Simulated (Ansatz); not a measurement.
# SiH4O (silanol): B2PLYP/cc-pVTZ

Aim: the energy change on altering one bond length of SiH4O (silanol) at B2PLYP/cc-pVTZ, from 2 runs. 

Program for the calculation: Ansatz 0.2.0.

47 further runs of the same task are left out: 47 set aside as unsound or not needed.

### 1 The molecule

SiH4O has 6 atoms, charge 0, and is taken as a singlet. As SMILES, `O[SiH3]`. The coordinates come from a PBE0-D4/def2-TZVP relaxation.

Bond lengths: O1–Si2 1.648 Å, O1–H3 0.957 Å, Si2–H4 1.489 Å, Si2–H5 1.481 Å, Si2–H6 1.489 Å. Angles: O1–Si2–H4 111.7°, O1–Si2–H5 105.9°, O1–Si2–H6 111.7°, Si2–O1–H3 117.9°, H4–Si2–H5 109.9°, H4–Si2–H6 107.9°, H5–Si2–H6 109.9°.

### 2 The energy at B2PLYP/cc-pVTZ

run.yaml

```yaml
basis:
  gaussian:
    orbitals: cc-pVTZ
crystal:
  periodic: [false, false, false]
  atoms:
    - {symbol: O, position_ang: [0.636700, -1.030300, 0.419000]}
    - {symbol: Si, position_ang: [-0.035700, 0.346500, -0.187000]}
    - {symbol: H, position_ang: [0.069100, -1.629200, 0.904700]}
    - {symbol: H, position_ang: [-1.128300, 0.045700, -1.152800]}
    - {symbol: H, position_ang: [1.060500, 1.064900, -0.875600]}
    - {symbol: H, position_ang: [-0.602300, 1.202400, 0.891700]}
hamiltonian:
  xc: {name: B2PLYP}
correlation:
  frozen_orbitals: {H: 0, O: 1, Si: 5}
accuracy: high
output:
  orbitals: {seedname: orbitals}
```

On the command line:

```sh
$ ansatz run run.yaml --threads 1 --pin off --max-ram 3480MiB --events-out events.jsonl --progress --plain --runs-dir runs
```

Standard output:

```text
Warning: RAYON_NUM_THREADS=1 ignored (pool sized by the plan → 1); use --threads N
Functional definition: B2PLYP
  name "B2PLYP"
  parameter a = 0.53
  parameter c = 0.27
  exchange = (1 - a)*b88_x + a*exact_x
  correlation = (1 - c)*lyp_c + c*(mp2_os + mp2_ss)
2072 factors; integrals over basis functions are off by at most 3.5e-9 eV
mean field evaluation 1: about -9980.9369 eV, gradient 4.3e1 eV
mean field evaluation 2: about -9980.9407 eV, gradient 4.3e1 eV
mean field evaluation 4: about -9983.8602 eV, gradient 2.0e0 eV
mean field evaluation 8: about -9983.8688 eV, gradient 8.5e-2 eV
mean field evaluation 16: about -9983.8688 eV, gradient 2.2e-6 eV
mean field -9983.86881513 eV, -366.9004116467 hartree, gradient 5.7e-8 eV, S^2 0.000000; 0 other end points of the search recorded, 0 dependent functions left out
6 core orbitals not correlated: weight in the atoms' cores, before any rotation towards them, 1.000 or more for the frozen orbitals, at most 0.000 for the correlated occupied ones
reference -9983.86883882 eV, -366.9004125172 hartree; 7, 7 occupied and 107, 107 virtual orbitals, 2072 factors
second order -12.32614577 eV of doubles, -0.00000000 eV of singles
Total energy: -9987.19689817 eV, -367.0227164427 hartree
```

It took 9.9 s on 1 thread of Arm Neoverse V1, shared host; peak memory 0.33 GiB.

### 3 The distorted shape, same level

input.yaml

```yaml
crystal:
  periodic: [false, false, false]
  atoms:
    - {symbol: O, position_ang: [1.317795, -0.311646, -0.163819]}
    - {symbol: Si, position_ang: [0.645395, 1.065154, -0.769819]}
    - {symbol: H, position_ang: [0.069100, -1.629200, 0.904700]}
    - {symbol: H, position_ang: [-0.447205, 0.764354, -1.735619]}
    - {symbol: H, position_ang: [1.741595, 1.783554, -1.458419]}
    - {symbol: H, position_ang: [0.078795, 1.921054, 0.308881]}
basis:
  gaussian:
    orbitals: cc-pVTZ
total_charge: 0
hamiltonian:
  xc: {name: B2PLYP}
correlation:
  frozen_orbitals: {H: 0, O: 1, Si: 5}
accuracy: high
output:
  orbitals: {seedname: orbitals}
```

On the command line:

```sh
$ ansatz run input.yaml --threads 1 --pin off --max-ram 3480MiB --events-out events.jsonl --progress --plain --runs-dir runs
```

Standard output (excerpt; [...] marks lines left out):

```text
Warning: RAYON_NUM_THREADS=1 ignored (pool sized by the plan → 1); use --threads N
[... 2 set-up lines as earlier in the session ...]
[...]
2044 factors; integrals over basis functions are off by at most 3.1e-9 eV
[...]
mean field -9977.81240773 eV, -366.6778427800 hartree, gradient 4.5e-8 eV, S^2 0.000000; 0 other end points of the search recorded, 0 dependent functions left out; unrestricted orbitals would lower it
6 core orbitals not correlated: weight in the atoms' cores, before any rotation towards them, 1.000 or more for the frozen orbitals, at most 0.000 for the correlated occupied ones
reference -9977.81243364 eV, -366.6778437319 hartree; 7, 7 occupied and 107, 107 virtual orbitals, 2044 factors
second order -14.93240034 eV of doubles, -0.00000000 eV of singles
Total energy: -9981.84418173 eV, -366.8260077414 hartree
```

Run time: 10 s. Hardware: 1 thread of Arm Neoverse V1, shared host; peak memory 0.35 GiB.

### 4 Outcome

Level: B2PLYP/cc-pVTZ, 6 core orbitals frozen.

| quantity | value |
| --- | --- |
| first shape: total energy | -367.02272 Eh |
| first shape: HOMO energy (SCF part's orbitals) | -10.11 eV |
| first shape: LUMO energy (SCF part's orbitals) | 1.34 eV |
| first shape: HOMO–LUMO gap (SCF part's orbitals) | 11.46 eV |
| distorted shape: total energy | -366.82601 Eh |
| distorted shape: HOMO energy (SCF part's orbitals) | -9.68 eV |
| distorted shape: LUMO energy (SCF part's orbitals) | -4.18 eV |
| distorted shape: HOMO–LUMO gap (SCF part's orbitals) | 5.50 eV |
| energy change with the O1–H3 bond stretched from 0.957 to 2.106 Å | 5.353 eV |

With the O1–H3 bond stretched from 0.957 to 2.106 Å the energy rises by 5.35 eV (516 kJ/mol). The first shape isn't relaxed at this level, so the change isn't measured from a minimum. A restricted reference can't describe the breaking bond well at this length. The restricted solution (distorted shape) is unstable to spin breaking: an unrestricted one lies lower.
